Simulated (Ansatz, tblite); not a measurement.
Forces on B3H3⁻ at its r2SCAN-D4/def2-TZVPD geometry. The state is a doublet with charge -1.

The xTB rows come from tblite. At PBE-D4/def2-TZVPD the highest occupied level of the charge -1 doublet lies above zero (up to 0.81 eV). By energy differences its removal costs 2.21 eV (vertical, to the charge 0 singlet, at PBE-D4/def2-TZVPD); a positive level beside a positive removal energy at the same level points to self-interaction error. The structure comes from a short search, and lower isomers may exist.

GFN1-xTB (tblite), largest force 0.72 eV/Å:

```xyz
6
positions Å, forces eV/Å
B    -0.808   -0.420   -0.131    0.645    0.278    0.114
B    -0.118    0.970   -0.112    0.056   -0.399    0.054
B     0.879   -0.180    0.197   -0.694    0.095   -0.151
H    -1.363   -1.481   -0.151   -0.204    0.139   -0.059
H    -0.260    2.157   -0.241    0.033   -0.302    0.027
H     1.670   -1.046    0.438    0.164    0.189    0.015
```

GFN2-xTB (tblite), largest force 1.56 eV/Å:

```
B 1.288 0.844 0.194
B 0.162 -1.282 0.153
B -1.450 0.462 -0.343
H -0.397 -0.272 -0.060
H -0.050 0.399 -0.049
H 0.446 -0.152 0.105
```

PBE-D4/def2-TZVPD (Ansatz), largest force 0.16 eV/Å:

```
B -0.025 0.013 -0.005
B -0.005 0.052 0.001
B 0.019 0.022 0.000
H -0.069 -0.136 -0.004
H -0.019 0.160 -0.022
H 0.099 -0.111 0.030
```
